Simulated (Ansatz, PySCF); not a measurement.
Molecule: OF₂ (charge 0, singlet). 
Structure (B3LYP-D3(BJ)/def2-TZVP (Ansatz, a first-principles code) minimum search):
```xyz
3

F      0.0392     1.1006    -0.2795
O     -0.0196     0.0082     0.5973
F     -0.0218    -1.1078    -0.2514
```
Charge 0, spin multiplicity 1.

Total electronic energies in hartree. Cores are frozen in the correlated levels unless marked. Spin-orbit coupling is left out. Non-relativistic. CBS(X,Y): correlation extrapolated as X^-3; Hartree-Fock from the larger set. The bracket is a focal-point correction in the basis named.

The Hartree-Fock reference is unstable (checked in the largest basis), which strains HF and MP2. 

```tsv
level	program	energy (Eh)
HF/cc-pVQZ	Ansatz	-273.58061
PBE-D3(BJ)/def2-TZVPD	Ansatz + dftd3	-274.54822
BLYP/def2-TZVPD	Ansatz	-274.79114
B97M-V/def2-TZVPD	Ansatz	-274.69246
B3LYP/def2-TZVPD	PySCF	-274.78757
PBE0/def2-SVP	Ansatz	-274.16869
BHLYP-D4/def2-TZVPD	Ansatz + dftd4	-274.65730
TPSSh-D4/def2-TZVPD	PySCF + dftd4	-274.78656
MN15/def2-TZVPD	PySCF	-274.55124
B2GP-PLYP-D3(BJ)/def2-TZVPD	Ansatz + dftd3	-274.58595
B2GP-PLYP-D4/def2-TZVPD	Ansatz + dftd4	-274.58594
PBE-QIDH/def2-TZVPD	Ansatz	-274.47058
RI-MP2/cc-pVQZ	Ansatz	-274.40438
RI-MP2/CBS(aug-cc-pVTZ,aug-cc-pVQZ)+[CCSD(T)-MP2]/aug-cc-pVDZ	Ansatz	-274.4860
CCSD(T)/CBS(cc-pVTZ,cc-pVQZ)	Ansatz	-274.4826
```

Totals of different functionals don't rank their quality; only differences between species are comparable.
